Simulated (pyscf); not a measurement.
`[AlH2][Cl]` + `[ClH]` → `[ClH]` + `[AlH2][Cl]` (four-centre exchange; singlet surface; Al–Cl, Cl–H broken, Cl–H, Al–Cl formed). Single points on ωB97X-D3(BJ)/def2-SVP structures (PySCF, gas phase). Correlated levels are frozen-core, on RHF or UHF. ΔMP2 is the change of the MP2 total energy from the triple- to the quadruple-zeta basis. Energies in kJ/mol from the separated reactants.

```tsv
level	barrier	reaction energy
ωB97X-D3(BJ)/def2-TZVP	-17.1	0.0
PBE/def2-TZVP	-28.4	0.0
B3LYP-D3(BJ)/def2-TZVP	-11.9	0.0
PBE0-D3(BJ)/def2-TZVP	-24.1	0.0
ωB97M-D3(BJ)/def2-TZVP	-5.2	0.0
CCSD/def2-TZVPP	12.3	0.0
CCSD(T)/def2-TZVPP + ΔMP2(QZVPP)	(withheld)	0.0
```

Fill in the missing entries.


- CCSD(T)/def2-TZVPP + ΔMP2(QZVPP), barrier: -0.9

Of the functionals in the table, ωB97M-D3(BJ) is closest to CCSD(T)/def2-TZVPP + ΔMP2(QZVPP) in the barrier (4.3 kJ/mol apart) and PBE least close (27.5 kJ/mol); that level has limits of its own. On the reactant side the descent ends in an adduct with a Al–Cl contact, 43.7 kJ/mol under the separated species and 26.6 kJ/mol under the saddle at ωB97X-D3(BJ)/def2-TZVP. On the product side the descent ends in an adduct with a Al–Cl contact, 43.7 kJ/mol under the separated species and 26.6 kJ/mol under the saddle at ωB97X-D3(BJ)/def2-TZVP. At ωB97X-D3(BJ), PBE, B3LYP-D3(BJ), PBE0-D3(BJ), ωB97M-D3(BJ), CCSD(T) the saddle lies under the separated reactants, which points to a path from their complex (located at ωB97X-D3(BJ) alone). At ωB97X-D3(BJ), PBE, B3LYP-D3(BJ), PBE0-D3(BJ), ωB97M-D3(BJ), CCSD(T) the saddle lies under the separated products, which points to a path from their complex (located at ωB97X-D3(BJ) alone). What is counted as formed (Al–Cl) is already present as a longer contact in the reactant adduct; forming that adduct is a step of its own. What is counted as broken (Al–Cl) persists as a longer contact in the product adduct; parting that adduct is a step of its own. One saddle was located; it need not be the lowest between these sides. The CCSD(T) − MP2 part came from Ansatz, without density fitting, on the same reference.
